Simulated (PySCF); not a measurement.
Gas-phase reaction: 4 AlHCl₂ = 2 AlH₂Cl + 3 Cl₂ + 2 Al

Computed with PySCF and rigid-rotor harmonic-oscillator thermochemistry at 1 bar. † marks an energy on the PBE0/def2-TZVP geometry and frequencies; other levels use their own. CCSD(T) freezes the core. 6-31G* has spherical d functions here. Open shells (unrestricted): Al (multiplicity 2); the rest are closed-shell singlets. Spin-orbit splitting is ignored; it lowers the true energy and changes the entropy of Al. B3LYP is the form with VWN-RPA correlation. AlHCl₂, AlH₂Cl: computed as isolated molecules; such fragments, hydroxides, amides, oligomers or adducts are transient or little studied in the gas. CCSD(T) isn't extrapolated to the basis-set limit.

```csv
level,"ΔH°(298 K), kJ"
B3LYP/def2-TZVP†,…
CCSD(T)/def2-SVP†,1892
CCSD(T)/def2-TZVPP†,1857
HF/6-31G*,…
PBE/def2-SVP,1838
PBE/def2-TZVP†,1767
ωB97X-V/def2-TZVP†,…
```

Problem. Fill in the missing entries.

Solution. 
- B3LYP/def2-TZVP†, ΔH°(298 K), kJ: 1795
- HF/6-31G*, ΔH°(298 K), kJ: 1859
- ωB97X-V/def2-TZVP†, ΔH°(298 K), kJ: 1885
